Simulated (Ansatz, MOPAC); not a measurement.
Reaction (SMILES): [SiH3][SiH3] (Si2H6) [silylsilane] + [H][H] (H2) → 2 [SiH4] (SiH4)

Wanted: energy of full hydrogenation (enthalpy at 298 K), in kcal/mol. Set-up: non-relativistic; PM7 with its own dispersion and hydrogen-bond terms; dispersion terms only where a functional's name holds one; no spin-orbit coupling. First-principles rows: single points at B3LYP-D3(BJ) geometries (Ansatz, a program for electronic structure), with unscaled harmonic terms from B3LYP/6-31G* (Ansatz) at its own minima. Semi-empirical rows: MOPAC heats of formation at their own minima for 298 K.

```csv
species,coefficient,"E at HF/STO-3G (Ansatz), Eh","E at wB97M-V/def2-TZVPD (Ansatz), Eh","H(298 K) - E, kcal/mol","heat of formation at PM7 (MOPAC), kcal/mol"
[SiH3][SiH3] (Si2H6),-1,-574.69439,-582.52104,34.66,20.53
[H][H] (H2),-1,-1.11653,-1.16077,8.44,-32.01
[SiH4] (SiH4),+2,-287.91011,-291.84546,22.18,12.85
```

Measured values: Active Thermochemical Tables 1.112 (ions: stationary electron), as tabulated in the package chemicals; G2/97 table in ASE (Curtiss et al.); they hold spin-orbit and core effects, anharmonicity.  Value to compare with, the measured value: -2.7 kcal/mol. 1 Eh = 627.5095 kcal/mol.

Question: Compute it at each level from the table, and compare with the measured value.

Answer: 
- HF/STO-3G: the sum of coefficient times E is -0.00930 Eh, or -5.84 kcal/mol; the thermal terms add 1.26. Result: -4.6 kcal/mol. Its error against the measured value is -1.9 kcal/mol.
- wB97M-V/def2-TZVPD: the sum of coefficient times E is -0.00911 Eh, or -5.72 kcal/mol; the thermal terms add 1.26. Result: -4.5 kcal/mol. Its error against the measured value is -1.8 kcal/mol.
- PM7: the sum of coefficient times heat of formation is 37.18 kcal/mol; it needs no thermal term. Its error against the measured value is 39.9 kcal/mol.
